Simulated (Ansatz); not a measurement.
Basis-set extrapolation for C3H5FO, SMILES `C/C=C(\O)F` (PBE0-D4/def2-TZVP geometry, frozen core, Ansatz). Multiplicity 1, RHF reference.

```
                      def2-TZVPP   def2-QZVPP
                 HF  -290.915505  -290.928659
    MP2 correlation    -0.978927    -1.054408
CCSD(T) correlation    -1.043647      not run
```

Energies in hartree. Use E(X) = E(∞) + A·exp(−7.88·√X) for Hartree–Fock and E(X) = E(∞) + B·X^(−2.97) for correlation, with X = 3 and 4, and add CCSD(T) minus MP2 of the smaller set to the MP2 limit.

Problem. What is the CCSD(T) energy at the basis-set limit?

Solution. HF limit: -290.928659 + (-0.013154) × 0.13774 = -290.93047. MP2 limit: -1.054408 + (-0.075481) × 0.74074 = -1.11032. Higher-order term: -1.043647 − (-0.978927) = -0.06472. Total: -292.10551 hartree, 384.3 kJ/mol below CCSD(T)/def2-TZVPP.
